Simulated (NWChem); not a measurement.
# Correlation energy of sulfur dioxide (O$_{2}$S)

SMILES: O=S=O
```xyz
3

O      1.2504     0.0000    -0.3713
S      0.0000     0.0000     0.3713
O     -1.2504     0.0000    -0.3713
```
Charge 0, spin multiplicity 1.

All runs are NWChem calculations. Structure: optimised with PBE0/def2-SVP, a minimum by its harmonic frequencies.

Basis set: def2-SVP. Each correlation energy counts from its own Hartree-Fock reference.

The correlated methods keep 7 core orbitals frozen. No row is a measurement; the coupled-cluster row has its own basis-set and correlation limits.

**Question.** For the correlation energy, MP2 gives -524.8 mHa and SCS-MP2 gives -502.9 mHa. What do CR-CCSD[T], CR-CCSD(T), CCSD give?

**Answer.** CR-CCSD[T]: -538.9 mHa; CR-CCSD(T): -536.7 mHa; CCSD: -520.5 mHa.
